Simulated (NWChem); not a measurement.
All runs are NWChem calculations. System: AlF₃, charge 0, spin multiplicity 1, at a geometry optimised with B3LYP/def2-SVP. The structure started from a generated list of species. Level: B2PLYP/def2-TZVP, 8 core orbitals frozen.

Job file:

```
start mol
memory heap 200 mb stack 900 mb global 1100 mb
geometry units angstroms nocenter noautoz
  Al     0.000000     0.000000     0.000002
  F      0.000000     0.000000     1.645681
  F      1.425191     0.000000    -0.822842
  F     -1.425191     0.000000    -0.822842
  symmetry group C2v
end
basis spherical
  * library def2-tzvp
end
dft
  xc hfexch 0.53 becke88 0.47 lyp 0.73 mp2 0.27
  dftmp2
  semidirect memsize 60000000 filesize 0
  iterations 100
end
mp2
  freeze core 8
end
task dft energy
```

NWChem printed:

```
             Northwest Computational Chemistry Package (NWChem) 7.3.0
             --------------------------------------------------------

                                NWChem Input Module
                                -------------------

 Scaling coordinates for geometry "geometry" by  1.889725989
 (inverse scale =  0.529177249)

 Turning off AUTOSYM since
 SYMMETRY directive was detected!

                             Geometry "geometry" -> ""
                             -------------------------

 Output coordinates in angstroms (scale by  1.889725989 to convert to a.u.)

  No.       Tag          Charge          X              Y              Z
 ---- ---------------- ---------- -------------- -------------- --------------
    1 Al                  13.0000     0.00000000     0.00000000     0.00000200
    2 F                    9.0000     0.00000000     0.00000000     1.64568100
    3 F                    9.0000     1.42519100     0.00000000    -0.82284200
    4 F                    9.0000    -1.42519100     0.00000000    -0.82284200

 Effective nuclear repulsion energy (a.u.)     157.9793473326

            Nuclear Dipole moment (a.u.)
            ----------------------------
        X                 Y               Z
 ---------------- ---------------- ----------------
     0.0000000000     0.0000000000    -0.0000018897

      Symmetry information
      --------------------

 Group name             C2v
 Group number             16
 Group order               4
 No. of unique centers     3

      Symmetry unique atoms

     1    2    3


 Summary of "ao basis" -> "" (spherical)
 ------------------------------------------------------------------------------
       Tag                 Description            Shells   Functions and Types
 ---------------- ------------------------------  ------  ---------------------
 *                         def2-tzvp                  on all atoms

  dft_input: which_mp2 not specified, using semidirect MP2 by default.

                                 NWChem DFT Module
                                 -----------------

 Summary of "ao basis" -> "ao basis" (spherical)
 ------------------------------------------------------------------------------
       Tag                 Description            Shells   Functions and Types
 ---------------- ------------------------------  ------  ---------------------
 Al                        def2-tzvp                13       37   5s5p2d1f
 F                         def2-tzvp                11       31   5s3p2d1f

 Summary of "ao basis" -> "ao basis" (spherical)
 ------------------------------------------------------------------------------
       Tag                 Description            Shells   Functions and Types
 ---------------- ------------------------------  ------  ---------------------
 Al                        def2-tzvp                13       37   5s5p2d1f
 F                         def2-tzvp                11       31   5s3p2d1f

      Symmetry analysis of basis
      --------------------------

        a1         51
        a2         16
        b1         37
        b2         26

            General Information
            -------------------
          SCF calculation type: DFT
          Wavefunction type:  closed shell.
          No. of atoms     :     4
          No. of electrons :    40
           Alpha electrons :    20
            Beta electrons :    20
          Charge           :     0
          Spin multiplicity:     1
          Use of symmetry is: on ; symmetry adaption is: on
          Maximum number of iterations: 100
          AO basis - number of functions:   130
                     number of shells:    46
          Convergence on energy requested:  1.00D-06
          Convergence on density requested:  1.00D-05
          Convergence on gradient requested:  5.00D-04

              XC Information
              --------------
                     Hartree-Fock (Exact) Exchange  0.530
                    Becke 1988 Exchange Functional  0.470
              Lee-Yang-Parr Correlation Functional  0.730

             Grid Information
             ----------------
          Grid used for XC integration:  medium
          Radial quadrature: Mura-Knowles
          Angular quadrature: Lebedev.
          Tag              B.-S. Rad. Rad. Pts. Rad. Cut. Ang. Pts.
          ---              ---------- --------- --------- ---------
          Al                  1.25       88           7.0       590
          F                   0.50       49           8.0       434
          Grid pruning is: on
          Number of quadrature shells:   186
          Spatial weights used:  Erf1

          Convergence Information
          -----------------------
          Convergence aids based upon iterative change in
          total energy or number of iterations.
          Levelshifting, if invoked, occurs when the
          HOMO/LUMO gap drops below (HL_TOL):  1.00D-02
          DIIS, if invoked, will attempt to extrapolate
          using up to (NFOCK): 10 stored Fock matrices.

                    Damping( 0%)  Levelshifting(0.5)       DIIS
                  --------------- ------------------- ---------------
          dE  on:    start            ASAP                start
          dE off:    2 iters        100 iters           100 iters

      Screening Tolerance Information
      -------------------------------
          Density screening/tol_rho:  1.00D-10
          AO Gaussian exp screening on grid/accAOfunc:  14
          CD Gaussian exp screening on grid/accCDfunc:  20
          XC Gaussian exp screening on grid/accXCfunc:  20
[...]
     6 b1          7 a1          8 b2          9 a1         10 a1
    11 b1         12 a1         13 b1         14 a1         15 b2
    16 b1         17 a1         18 b2         19 a2         20 b1
    21 a1         22 b2         23 b1         24 a1         25 a1
    26 a2         27 b2         28 b2         29 b1         30 a1

------------------------------------------------------------
EAF file 0: "./mol.aoints.0" size=524288 bytes
------------------------------------------------------------
               write      read    awrite     aread      wait
               -----      ----    ------     -----      ----
     calls:        1         0         0         0         0
   data(b): 5.24e+05  0.00e+00  0.00e+00  0.00e+00
   time(s): 0.00e+00  0.00e+00  0.00e+00  0.00e+00  0.00e+00
rate(mb/s): 0.00e+00  0.00e+00
------------------------------------------------------------

   convergence    iter        energy       DeltaE   RMS-Dens  Diis-err    time
 ---------------- ----- ----------------- --------- --------- ---------  ------
 d= 0,ls=0.0,diis     1   -541.7023609679 -7.00D+02  6.29D-03  1.16D+00     2.3
 d= 0,ls=0.0,diis     2   -541.7059598286 -3.60D-03  2.86D-03  1.49D+00     2.5
 d= 0,ls=0.0,diis     3   -541.8094406923 -1.03D-01  3.15D-04  3.24D-03     2.8
 d= 0,ls=0.0,diis     4   -541.8097140358 -2.73D-04  5.01D-05  1.63D-04     3.0
 d= 0,ls=0.0,diis     5   -541.8097309593 -1.69D-05  1.49D-05  5.12D-06     3.2
  Resetting Diis
 d= 0,ls=0.0,diis     6   -541.8097320620 -1.10D-06  3.11D-06  3.01D-07     3.4
 d= 0,ls=0.0,diis     7   -541.8097321123 -5.03D-08  5.88D-07  1.93D-08     3.6

         Total DFT energy =     -541.809732112266
      One electron energy =    -1071.280117025409
           Coulomb energy =      421.283525888776
    Exchange-Corr. energy =      -49.792488308273
 Nuclear repulsion energy =      157.979347332640

 Numeric. integr. density =       40.000002254785

     Total iterative time =      3.0s

                  Occupations of the irreducible representations
                  ----------------------------------------------

                     irrep           alpha         beta
                     --------     --------     --------
                     a1               10.0         10.0
                     a2                1.0          1.0
                     b1                6.0          6.0
                     b2                3.0          3.0

                       DFT Final Molecular Orbital Analysis
                       ------------------------------------

 Vector   18  Occ=2.000000D+00  E=-5.231503D-01  Symmetry=b2
              MO Center=  8.1D-11, -2.0D-16,  8.0D-01, r^2= 2.5D+00
   Bfn.  Coefficient  Atom+Function         Bfn.  Coefficient  Atom+Function
  ----- ------------  ---------------      ----- ------------  ---------------
    44      0.397638  2 F  py                47      0.333946  2 F  py
    50      0.209419  2 F  py                75     -0.198984  3 F  py
   106     -0.198984  4 F  py                78     -0.167113  3 F  py
   109     -0.167113  4 F  py                81     -0.104798  3 F  py
   112     -0.104798  4 F  py                22      0.065216  1 Al d -1

 Vector   19  Occ=2.000000D+00  E=-5.231392D-01  Symmetry=a2
              MO Center= -8.1D-11, -3.1D-15, -8.0D-01, r^2= 2.5D+00
   Bfn.  Coefficient  Atom+Function         Bfn.  Coefficient  Atom+Function
  ----- ------------  ---------------      ----- ------------  ---------------
    75      0.344458  3 F  py               106     -0.344458  4 F  py
    78      0.289286  3 F  py               109     -0.289286  4 F  py
    81      0.181415  3 F  py               112     -0.181415  4 F  py
    21      0.065217  1 Al d -2              26      0.040780  1 Al d -2
    32     -0.027555  1 Al f -2

 Vector   20  Occ=2.000000D+00  E=-5.070729D-01  Symmetry=b1
              MO Center=  4.2D-13,  4.3D-19, -6.6D-04, r^2= 3.1D+00
   Bfn.  Coefficient  Atom+Function         Bfn.  Coefficient  Atom+Function
  ----- ------------  ---------------      ----- ------------  ---------------
    43      0.290547  2 F  px                76     -0.251755  3 F  pz
   107      0.251755  4 F  pz                46      0.239295  2 F  px
    79     -0.207350  3 F  pz               110      0.207350  4 F  pz
    49      0.149080  2 F  px                74     -0.145385  3 F  px
   105     -0.145385  4 F  px                82     -0.129182  3 F  pz

 Vector   21  Occ=0.000000D+00  E=-2.287102D-02  Symmetry=a1
              MO Center=  7.5D-15, -3.4D-14,  2.5D-05, r^2= 4.0D+00
   Bfn.  Coefficient  Atom+Function         Bfn.  Coefficient  Atom+Function
  ----- ------------  ---------------      ----- ------------  ---------------
     5      1.158308  1 Al s                 42     -0.228573  2 F  s
    73     -0.228569  3 F  s                104     -0.228569  4 F  s
     3     -0.197906  1 Al s                  4      0.192053  1 Al s
    30     -0.114342  1 Al d  2              45      0.098246  2 F  pz
    51      0.097076  2 F  pz                48      0.089793  2 F  pz

 Vector   22  Occ=0.000000D+00  E= 2.420903D-02  Symmetry=b2
              MO Center=  8.6D-15,  3.6D-14,  1.2D-05, r^2= 4.9D+00
   Bfn.  Coefficient  Atom+Function         Bfn.  Coefficient  Atom+Function
  ----- ------------  ---------------      ----- ------------  ---------------
    19      0.879337  1 Al py                16      0.336788  1 Al py
    50     -0.153825  2 F  py                81     -0.153827  3 F  py
   112     -0.153827  4 F  py                44     -0.120597  2 F  py
    75     -0.120597  3 F  py               106     -0.120597  4 F  py
    47     -0.091678  2 F  py                78     -0.091678  3 F  py

 Vector   23  Occ=0.000000D+00  E= 1.016112D-01  Symmetry=b1
              MO Center=  8.2D-11,  4.1D-15,  1.6D-01, r^2= 7.4D+00
   Bfn.  Coefficient  Atom+Function         Bfn.  Coefficient  Atom+Function
  ----- ------------  ---------------      ----- ------------  ---------------
    18      1.393088  1 Al px                73     -0.553890  3 F  s
   104      0.553890  4 F  s                 49     -0.139647  2 F  px
    43     -0.111766  2 F  px                15      0.103326  1 Al px
    29      0.100399  1 Al d  1              71     -0.091778  3 F  s
   102      0.091778  4 F  s                 46     -0.086752  2 F  px

 center of mass
 --------------
 x =   0.00000000 y =   0.00000000 z =  -0.00000007

 moments of inertia (a.u.)
 ------------------
         275.611792608906           0.000000000000           0.000000000000
           0.000000000000         551.219168897687           0.000000000000
           0.000000000000           0.000000000000         275.607376288780

     Multipole analysis of the density
     ---------------------------------

     L   x y z        total         alpha         beta         nuclear
     -   - - -        -----         -----         ----         -------
     0   0 0 0     -0.000000    -20.000000    -20.000000     40.000000

     1   1 0 0      0.000000      0.000000      0.000000      0.000000
     1   0 1 0     -0.000000     -0.000000     -0.000000      0.000000
     1   0 0 1     -0.000023     -0.000010     -0.000010     -0.000002

     2   2 0 0    -23.030400    -76.796128    -76.796128    130.561857
     2   1 1 0      0.000000      0.000000      0.000000      0.000000
     2   1 0 1     -0.000000     -0.000000     -0.000000      0.000000
     2   0 2 0    -15.499197     -7.749598     -7.749598      0.000000
     2   0 1 1      0.000000      0.000000      0.000000      0.000000
     2   0 0 2    -23.030642    -76.797296    -76.797296    130.563949

                   NWChem MP2 Semi-direct Energy/Gradient Module
                   ---------------------------------------------

  Basis functions       =    130
  Molecular orbitals    =    130
  Frozen core           =      8
  Frozen virtuals       =      0
  Active alpha occupied =     12
  Active beta occupied  =     12
  Active alpha virtual  =    110
  Active beta virtual   =    110
  Use MO symmetry       = T
  Use skeleton AO sym   = T

  AO/Fock/Back tols     =   1.0D-09  1.0D-09  1.0D-09

 GA uses MA = F    GA memory limited = T

 Available:
  local mem=  4.43D+07
 global mem=  1.44D+08
 local disk=  0.00D+00
  mp2_memr nvloc                   110
  nvloc new                   110
   1 passes of  12:        5242880                     100449                  35093702.
   1 passes of  12: M     44319271           G      144145400           F      39076391.

 Semi-direct pass number   1 of   1  for RHF alpha+beta  at        3.8s
  vrange nnbf                  7813
  mp2_eaftype                   133  avail_ma_in_mb                   386
 EAF : mp2_eaftype filesize         133   17546851.
  mp2_eaf for mointskh                    133
Node 0 wrote     82.5 Mb in      0.0 s     Agg I/O rate:  1757.9 Mb/s
 Done moints_semi at       10.2s
  mp2_eaftype                   133  avail_ma_in_mb                   386
 EAF : mp2_eaftype filesize         133   17546851.
  mp2_eaf for kh                   133
 Done maket at       10.7s
 Done multipass loop at       10.7s

          -------------------------------------------
          DFT energy                    -541.809732112266
          Unscaled MP2 energy             -0.976503281621
          Total DFT+MP2 energy          -542.073387998304
          -------------------------------------------

 -----------------------
 Performance information
 -----------------------

 Timer overhead =  1.82D-07 seconds/call

               Nr. of calls         CPU time (s)                 Wall time (s)                GFlops
             ---------------    -------------------     ------------------------------   -------------------
Name         Min   Avg   Max    Min     Avg     Max     Min     Avg     Max   Mx/calls   Min     Max     Sum
mp2: moin     1     1     1    6.5     6.5     6.5      6.5     6.5     6.5     6.5      0.0     0.0     0.0
mp2: make     1     1     1   0.44    0.44    0.44     0.44    0.44    0.44    0.44      0.0     0.0     0.0
mp2: tota     1     1     1    7.0     7.0     7.0      7.0     7.0     7.0     7.0      0.0     0.0     0.0

 The average no. of pstat calls per process was 3.00D+00
 with a timing overhead of 5.47D-07s

 Task  times  cpu:       10.7s     wall:       10.7s

 Total times  cpu:       10.7s     wall:       10.7s
```
